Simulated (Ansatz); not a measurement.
**The pair FH···C₃H₃N: a pair, distance and slip, part 1 of 2**

A grid of calculations on the pair FH···C₃H₃N, to see where the energy is lowest and how it rises around there.

Method: RKS PBE0-D4/def2-SVPD; program: Ansatz 0.2.0.

## Step 1: Starting geometry

9 atoms, charge 0, spin multiplicity 1.

Atoms are counted from 1 here; the program's logs count them from 0.

Bond lengths: F1–H2 0.957 Å, C3–C4 1.350 Å, C3–H7 1.098 Å, C3–H8 1.098 Å, C4–C5 1.428 Å, C4–H9 1.102 Å, C5–N6 1.169 Å. Angles: C4–C3–H7 121.7°, C4–C3–H8 120.3°, H7–C3–H8 117.9°, C3–C4–C5 122.9°, C3–C4–H9 121.4°, C5–C4–H9 115.8°, C4–C5–N6 179.0°.

Geometry (Å):

```xyz
9

F     1.1036    0.5864   -3.9514
H     0.8722    0.3697   -3.0484
C    -0.6201    0.2956    1.9114
C    -0.2185   -0.6195    1.0035
C     0.1474   -0.2764   -0.3333
N     0.4504   -0.0152   -1.4319
H    -0.6853    1.3639    1.6646
H    -0.8940   -0.0151    2.9282
H    -0.1556   -1.6895    1.2574
```

This geometry comes from a loose relaxation at PBE in a small basis, which is not shown.

## Step 2: Geometry optimisation

input.yaml

```yaml
crystal:
  periodic: [false, false, false]
  atoms:
    - { symbol: F, position_ang: [1.103571, 0.586407, -3.951361] }
    - { symbol: H, position_ang: [0.872196, 0.369738, -3.048367] }
    - { symbol: C, position_ang: [-0.62012, 0.295557, 1.911389] }
    - { symbol: C, position_ang: [-0.218466, -0.619451, 1.003483] }
    - { symbol: C, position_ang: [0.147413, -0.27644, -0.333341] }
    - { symbol: "N", position_ang: [0.450366, -0.01515, -1.431909] }
    - { symbol: H, position_ang: [-0.685295, 1.363871, 1.66461] }
    - { symbol: H, position_ang: [-0.89398, -0.015102, 2.928151] }
    - { symbol: H, position_ang: [-0.155584, -1.689529, 1.257445] }
basis:
  gaussian: { orbitals: def2-SVPD }
hamiltonian:
  xc: pbe0
  dispersion: d4
output:
  forces: true
relax:
  f_tol: 0.003
  max_steps: 120
```

Launch:

```bash
$ ansatz run input.yaml --threads 1 --pin off --max-ram 2560MiB --backend cpu --events-out ev --progress --plain --runs-dir out
```

Output:

```text
Warning: RAYON_NUM_THREADS=1 ignored (pool sized by the plan → 1); use --threads N
The last accepted step is kept in <dir> (removed where the run ends without a failure and the disk answers)
Engine: ansatz 0.2.0, aarch64-unknown-linux-gnu
Functional definition: PBE0
  parameter a = 0.25
  parameter kappa = 0.804
  parameter beta = 0.06672455060314922
  exchange = (1 - a)*pbe_x(kappa = kappa, mu = beta*pi^2/3) + a*exact_x
  correlation = pbe_c(beta = beta)
1123 factors; their error is unknown
mean field evaluation 1: about -7364.0568 eV, gradient 4.8e1 eV
mean field evaluation 2: about -7360.7481 eV, gradient 6.6e1 eV
mean field evaluation 4: about -7368.6923 eV, gradient 5.1e0 eV
mean field evaluation 8: about -7368.7381 eV, gradient 1.1e-1 eV
mean field evaluation 16: about -7368.7451 eV, gradient 5.0e-5 eV
mean field -7368.74509321 eV, -270.7963874606 hartree, gradient 5.0e-5 eV, S^2 0.000000; 0 other end points of the search recorded, 0 dependent functions left out
the calculation of the forces begins
reference -7368.74512899 eV, -270.7963887755 hartree; 19, 19 occupied and 116, 116 virtual orbitals, 1123 factors
relax step   1: F+E_penalty+E_count = -7368.84779774 eV  Δ(F+E_penalty+E_count) = +0.000e0 eV  max|allowed force component| = 1.609e0 eV/Å  Δτ_max = 0.0000 Å  (28 SCF iters, accepted)
these checks for a lower state are left out or cut short: starts, cluster_reference, orbital_swaps, neighbouring_geometries, increment
1123 factors; their error is unknown
mean field -7368.76957730 eV, -270.7972872345 hartree, gradient 2.2e-5 eV, S^2 0.000000; 0 other end points of the search recorded, 0 dependent functions left out
the calculation of the forces begins
reference -7368.76961318 eV, -270.7972885530 hartree; 19, 19 occupied and 116, 116 virtual orbitals, 1123 factors
relax step   2: F+E_penalty+E_count = -7368.87273612 eV  Δ(F+E_penalty+E_count) = -2.494e-2 eV  max|allowed force component| = 2.350e-1 eV/Å  Δτ_max = 0.0228 Å  (34 SCF iters, accepted)
these checks for a lower state are left out or cut short: starts, cluster_reference, orbital_swaps, neighbouring_geometries, increment
1123 factors; their error is unknown
mean field -7368.77080001 eV, -270.7973321683 hartree, gradient 2.2e-5 eV, S^2 0.000000; 0 other end points of the search recorded, 0 dependent functions left out
the calculation of the forces begins
reference -7368.77083587 eV, -270.7973334861 hartree; 19, 19 occupied and 116, 116 virtual orbitals, 1123 factors
relax step   3: F+E_penalty+E_count = -7368.87395124 eV  Δ(F+E_penalty+E_count) = -1.215e-3 eV  max|allowed force component| = 4.190e-2 eV/Å  Δτ_max = 0.0056 Å  (35 SCF iters, accepted)
these checks for a lower state are left out or cut short: starts, cluster_reference, orbital_swaps, neighbouring_geometries, increment
1123 factors; their error is unknown
mean field evaluation 32: about -7368.7645 eV, gradient 1.6e0 eV
mean field -7368.77091920 eV, -270.7973365484 hartree, gradient 2.2e-5 eV, S^2 0.000000; 0 other end points of the search recorded, 0 dependent functions left out
the calculation of the forces begins
reference -7368.77095507 eV, -270.7973378665 hartree; 19, 19 occupied and 116, 116 virtual orbitals, 1123 factors
relax step   4: F+E_penalty+E_count = -7368.87398140 eV  Δ(F+E_penalty+E_count) = -3.017e-5 eV  max|allowed force component| = 4.105e-2 eV/Å  Δτ_max = 0.0102 Å  (33 SCF iters, accepted)
these checks for a lower state are left out or cut short: starts, cluster_reference, orbital_swaps, neighbouring_geometries, increment
1123 factors; their error is unknown
mean field -7368.77115816 eV, -270.7973453300 hartree, gradient 2.2e-5 eV, S^2 0.000000; 0 other end points of the search recorded, 0 dependent functions left out
the calculation of the forces begins
reference -7368.77119403 eV, -270.7973466482 hartree; 19, 19 occupied and 116, 116 virtual orbitals, 1123 factors
relax step   5: F+E_penalty+E_count = -7368.87420539 eV  Δ(F+E_penalty+E_count) = -2.240e-4 eV  max|allowed force component| = 6.736e-3 eV/Å  Δτ_max = 0.0046 Å  (34 SCF iters, accepted)
these checks for a lower state are left out or cut short: starts, cluster_reference, orbital_swaps, neighbouring_geometries, increment
1123 factors; their error is unknown
mean field -7368.77115902 eV, -270.7973453615 hartree, gradient 2.2e-5 eV, S^2 0.000000; 0 other end points of the search recorded, 0 dependent functions left out
the calculation of the forces begins
reference -7368.77119489 eV, -270.7973466795 hartree; 19, 19 occupied and 116, 116 virtual orbitals, 1123 factors
relax step   6: F+E_penalty+E_count = -7368.87421262 eV  Δ(F+E_penalty+E_count) = -7.239e-6 eV  max|allowed force component| = 2.677e-3 eV/Å  Δτ_max = 0.0012 Å  (36 SCF iters, accepted)
1123 factors; their error is unknown
mean field evaluation 64: about -7368.7712 eV, gradient 2.8e-2 eV
mean field -7368.77115902 eV, -270.7973453615 hartree, gradient 2.4e-5 eV, S^2 0.000000; 1 other end points of the search recorded, 0 dependent functions left out
the calculation of the forces begins
reference -7368.77119489 eV, -270.7973466795 hartree; 19, 19 occupied and 116, 116 virtual orbitals, 1123 factors
Total energy: -7368.87424849 eV, -270.8011338297 hartree
Atom 0 at     1.106222     0.589395    -3.936792 Å, force     0.000517     0.000392    -0.000809 eV/Å
Atom 1 at     0.872626     0.374093    -3.051311 Å, force     0.000292     0.000089     0.001130 eV/Å
Atom 2 at    -0.616107     0.291842     1.902182 Å, force    -0.000029    -0.000106    -0.000300 eV/Å
Atom 3 at    -0.220439    -0.620191     1.007272 Å, force    -0.000486    -0.001911     0.002677 eV/Å
Atom 4 at     0.141354    -0.276346    -0.329775 Å, force     0.000411     0.002086    -0.002240 eV/Å
Atom 5 at     0.437820    -0.018689    -1.416113 Å, force    -0.001703    -0.001324     0.000822 eV/Å
Atom 6 at    -0.681328     1.351155     1.649743 Å, force     0.000325     0.000586    -0.000612 eV/Å
Atom 7 at    -0.884892    -0.009563     2.914991 Å, force    -0.000285     0.001133     0.000732 eV/Å
Atom 8 at    -0.155155    -1.681795     1.259904 Å, force     0.000957    -0.000946    -0.001401 eV/Å
Dipole moment:    -0.416084    -0.246387     1.487412 e Å
```

Run time: 28 s. Hardware: 1 thread of Arm Neoverse V2, shared host; peak memory 0.25 GiB.

Along the way:

```
step  energy from step 1 (eV)  largest force component (eV/Å)
   1                   0.0000                          1.6093
   2                  -0.0249                          0.2350
   3                  -0.0262                          0.0419
   4                  -0.0262                          0.0410
   5                  -0.0264                          0.0067
   6                  -0.0264                          0.0027
```

Distances of close pairs at the start and the end, largest changes first:

```
 bond  before (Å)  after (Å)  change (Å)
F1–H2       0.957      0.941      -0.016
C5–N6       1.169      1.155      -0.014
C3–C4       1.350      1.338      -0.013
C4–H9       1.102      1.093      -0.008
C3–H8       1.098      1.090      -0.008
C3–H7       1.098      1.091      -0.007
C4–C5       1.428      1.427      -0.001
```

## Step 3: Reference: C3H3N by itself, as typed

input.yaml

```yaml
crystal:
  periodic: [false, false, false]
  atoms:
    - { symbol: C, position_ang: [-0.616107, 0.291842, 1.902182] }
    - { symbol: C, position_ang: [-0.220439, -0.620191, 1.007272] }
    - { symbol: C, position_ang: [0.141354, -0.276346, -0.329775] }
    - { symbol: "N", position_ang: [0.43782, -0.018689, -1.416113] }
    - { symbol: H, position_ang: [-0.681328, 1.351155, 1.649743] }
    - { symbol: H, position_ang: [-0.884892, -0.009563, 2.914991] }
    - { symbol: H, position_ang: [-0.155155, -1.681795, 1.259904] }
basis:
  gaussian: { orbitals: def2-SVPD }
hamiltonian:
  xc: pbe0
  dispersion: d4
output:
  forces: true
```

Launch:

```bash
$ ansatz run input.yaml --threads 1 --pin off --max-ram 2560MiB --backend cpu --events-out ev --progress --plain --runs-dir out
```

Output:

```text
Warning: RAYON_NUM_THREADS=1 ignored (pool sized by the plan → 1); use --threads N
[... 7 set-up lines as earlier in the session ...]
874 factors; their error is unknown
mean field evaluation 1: about -4635.5970 eV, gradient 4.1e1 eV
mean field evaluation 2: about -4632.8415 eV, gradient 5.5e1 eV
mean field evaluation 4: about -4639.5903 eV, gradient 1.6e0 eV
mean field evaluation 8: about -4639.5790 eV, gradient 2.2e-1 eV
mean field -4639.57908045 eV, -170.5013863869 hartree, gradient 2.4e-5 eV, S^2 0.000000; 0 other end points of the search recorded, 0 dependent functions left out
the calculation of the forces begins
reference -4639.57910629 eV, -170.5013873365 hartree; 14, 14 occupied and 90, 90 virtual orbitals, 874 factors
Total energy: -4639.66513941 eV, -170.5045489954 hartree
Atom 0 at    -0.616107     0.291842     1.902182 Å, force    -0.008282    -0.049819     0.048631 eV/Å
Atom 1 at    -0.220439    -0.620191     1.007272 Å, force    -0.014513     0.041138     0.028276 eV/Å
Atom 2 at     0.141354    -0.276346    -0.329775 Å, force    -0.082167    -0.087457     0.305189 eV/Å
Atom 3 at     0.437820    -0.018689    -1.416113 Å, force     0.114508     0.093608    -0.414732 eV/Å
Atom 4 at    -0.681328     1.351155     1.649743 Å, force     0.003365    -0.006939    -0.007330 eV/Å
Atom 5 at    -0.884892    -0.009563     2.914991 Å, force    -0.003720     0.008656     0.008858 eV/Å
Atom 6 at    -0.155155    -1.681795     1.259904 Å, force    -0.009190     0.000812     0.031109 eV/Å
Dipole moment:    -0.228542    -0.108972     0.797179 e Å
```

Run time: 2 s. Hardware: 1 thread of Arm Neoverse V2, shared host; peak memory 0.16 GiB.

## Step 4: The part HF alone, at the geometry typed

input.yaml

```yaml
crystal:
  periodic: [false, false, false]
  atoms:
    - { symbol: F, position_ang: [1.106222, 0.589395, -3.936792] }
    - { symbol: H, position_ang: [0.872626, 0.374093, -3.051311] }
basis:
  gaussian: { orbitals: def2-SVPD }
hamiltonian:
  xc: pbe0
  dispersion: d4
output:
  forces: true
```

Launch:

```bash
$ ansatz run input.yaml --threads 1 --pin off --max-ram 2560MiB --backend cpu --events-out ev --progress --plain --runs-dir out
```

Output:

```text
Warning: RAYON_NUM_THREADS=1 ignored (pool sized by the plan → 1); use --threads N
[... 7 set-up lines as earlier in the session ...]
249 factors; their error is unknown
mean field evaluation 1: about -2727.3291 eV, gradient 3.0e1 eV
mean field evaluation 2: about -2725.6757 eV, gradient 4.5e1 eV
mean field evaluation 4: about -2728.6871 eV, gradient 1.4e-1 eV
mean field evaluation 8: about -2728.7126 eV, gradient 5.7e-4 eV
mean field -2728.71258404 eV, -100.2783378758 hartree, gradient 6.4e-5 eV, S^2 0.000000; 0 other end points of the search recorded, 0 dependent functions left out
the calculation of the forces begins
reference -2728.71260447 eV, -100.2783386266 hartree; 5, 5 occupied and 26, 26 virtual orbitals, 249 factors
Total energy: -2728.71412454 eV, -100.2783944881 hartree
Atom 0 at     1.106222     0.589395    -3.936792 Å, force    -0.286738    -0.264282     1.086924 eV/Å
Atom 1 at     0.872626     0.374093    -3.051311 Å, force     0.286738     0.264282    -1.086924 eV/Å
Dipole moment:    -0.096696    -0.089123     0.366540 e Å
```

It took 0.19 s on 1 thread of Arm Neoverse V2, shared host; peak memory 0.063 GiB.

## Step 5: The grid

- separation of N6 and H2 along their line in the relaxed pair: 11 values from 1.459 to 2.859 Å
- sideways slip of F1, H2: 11 values from −1.5 to 1.5 Å

Nothing else is relaxed (both partners rigid). Energies count from the two partners far apart, frozen as in the relaxed pair, each in its own basis (no counterpoise correction). Points are written as (first, second).

Below, 3 of the grid's runs; all are launched alike.

(Continued in part 2 of 2.)
